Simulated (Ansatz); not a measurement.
C2H4F2O, SMILES `OC(F)CF` at its PBE0-D4/def2-TZVP geometry, where that method's forces vanish. Charge 0, multiplicity 1.

```xyz
9

O     0.5788    0.8167   -1.2123
C    -0.2088   -0.1495   -0.6529
F    -1.5453    0.1930   -0.7696
C     0.0954   -0.3726    0.8118
F     0.1493    0.8519    1.4505
H     0.6078    1.5661   -0.6045
H    -0.0634   -1.0722   -1.2224
H     1.0697   -0.8564    0.9187
H    -0.6835   -0.9770    1.2806
```

Task: What forces (eV/Å) does B3LYP-D4/def2-TZVPP give on these atoms in the Gaussian-basis code of Ansatz? (Best estimate.)

Result: The calculation gave: 
```
O1   0.176  0.237 -0.118
C2   0.189 -0.401 -0.047
F3  -0.425  0.096 -0.044
C4   0.023 -0.456  0.009
F5   0.016  0.353  0.209
H6   0.041  0.059 -0.032
H7  -0.014  0.056  0.034
H8  -0.062  0.022  0.007
H9   0.056  0.033 -0.018
```

B3LYP here is the variant with VWN-RPA as its local correlation; programs differ in this.
